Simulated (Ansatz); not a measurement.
bcc La (high-temperature phase) was calculated with LDA in Ansatz (PAW).

Run with plane-wave cutoff 500 eV, 24×24×24 k mesh, Fermi–Dirac smearing 0.1 eV, scalar-relativistic PAW data made under PBE.

Computed at the level's own relaxed cell.

Q: Predict the equilibrium volume per atom and lattice parameter a.

A: 
equilibrium volume per atom: 33.17 Å³/atom
lattice parameter a: 4.048 Å

The run finds no gap.

Note: symmetry holds this phase in the static calculation, where it need not be a minimum; the relaxation could not lower the start's symmetry, so the cell can be a saddle point above a distorted one.

Spin–orbit coupling is not included.

The computed numbers hold no vibrational or temperature effects.

Cost on a shared machine: very roughly 30 core-seconds.

Ansatz is a first-principles code.
